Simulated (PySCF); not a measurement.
Ionisation energies (eV) were calculated with PySCF 2.14 by MP2 (valence), UHF, PBE, in another order, as differences of total energies without spin-orbit coupling. The measured values are between term centres (NIST).

| species | measured | A | B | C |
| --- | --- | --- | --- | --- |
| Be (aug-cc-pCVTZ, non-relativistic) | 9.323 | 8.043 | 8.825 | 9.000 |
| C+ (aug-cc-pwCVTZ, non-relativistic) | 24.378 | 24.154 | 24.377 | 24.841 |
| Al+ (aug-cc-pCVTZ-DK, spin-free X2C) | 18.829 | 17.551 | 18.314 | 18.789 |
| Cu (aug-cc-pwCVTZ-PP with ECP10MDF, ECP) | 7.726 | 6.585 | 7.648 | 8.341 |
| Ga (aug-cc-pwCVTZ-PP with ECP10MDF, ECP) | 5.931 | 5.536 | 5.752 | 5.935 |
| As (aug-cc-pwCVTZ-PP with ECP10MDF, ECP) | 10.008 | 9.408 | 9.902 | 9.847 |
| Sr (aug-cc-pwCVTZ-X2C, spin-free X2C) | 5.695 | 4.744 | 5.259 | 5.700 |
| Cd (aug-cc-pwCVTZ-PP with ECP28MDF, ECP) | 8.994 | 7.328 | 8.886 | 9.106 |

Question: Which column is which method?

Answer: A is UHF (mean error -0.94 eV); B is MP2 (valence) (mean error -0.24 eV); C is PBE (mean error 0.08 eV). Hartree-Fock lacks the correlation of the electron removed and comes out lowest. Valence MP2 in a finite basis recovers only part of the missing correlation, so it stays below experiment on average. PBE, with gradient corrections, lies close to experiment on average, with errors of both signs.
